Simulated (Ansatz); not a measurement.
Molecule (SMILES): P (PH3).
Atoms: P1, H2, H3, H4. Bonds: P1-H2, P1-H3, P1-H4.

How fast the optimised P1-H2 bond length converges with the basis for several methods (Ansatz, an electronic-structure program): deviation from each method's own reference, in Å. References: B3LYP 1.4167 Å, the value in aug-cc-pV(Q+d)Z; HF 1.4042 Å, the value in aug-cc-pV(Q+d)Z; MP2 1.4085 Å, the value in aug-cc-pV(Q+d)Z; PBE 1.4294 Å, the value in aug-cc-pV(Q+d)Z. Cartesian d functions, on some or all atoms, in 6-31G**; all else is spherical. In correlated methods cores are frozen. No added dispersion term, no relativity. The reference of a correlated method is not its basis-set limit, which lies further on.

| basis | functions | B3LYP | HF | MP2 | PBE |
|---|---|---|---|---|---|
| STO-3G | 12 | -0.0067 | -0.0244 | -0.0103 | -0.0081 |
| 3-21G | 19 | 0.0284 | 0.0185 | 0.0302 | 0.0302 |
| 6-31G** | 34 | 0.0072 | 0.0008 | -0.0024 | 0.0063 |
| cc-pV(D+d)Z | 38 | 0.0133 | 0.0087 | 0.0100 | 0.0118 |
| def2-TZVP | 55 | 0.0021 | 0.0014 | 0.0028 | 0.0018 |
| aug-cc-pV(D+d)Z | 59 | 0.0122 | 0.0088 | 0.0129 | 0.0110 |
| def2-TZVPD | 70 | 0.0021 | 0.0014 | 0.0039 | 0.0020 |
| def2-TZVPPD | 99 | 0.0013 | 0.0009 | 0.0004 | 0.0013 |
| 6-311++G(3df,3pd) | 101 | 0.0012 | 0.0001 | -0.0006 | 0.0010 |
| cc-pV(Q+d)Z | 154 | 0.0002 | 0.0001 | -0.0004 | 0.0001 |
| def2-QZVPP | 160 | 0.0008 | 0.0000 | -0.0006 | 0.0008 |
| pcseg-3 | 163 | 0.0007 | 0.0005 | -0.0004 | 0.0007 |

Mean absolute deviation over def2-TZVP, def2-TZVPD, def2-TZVPPD, 6-311++G(3df,3pd): HF 0.0009, PBE 0.0015, B3LYP 0.0017, MP2 0.0019 Å.
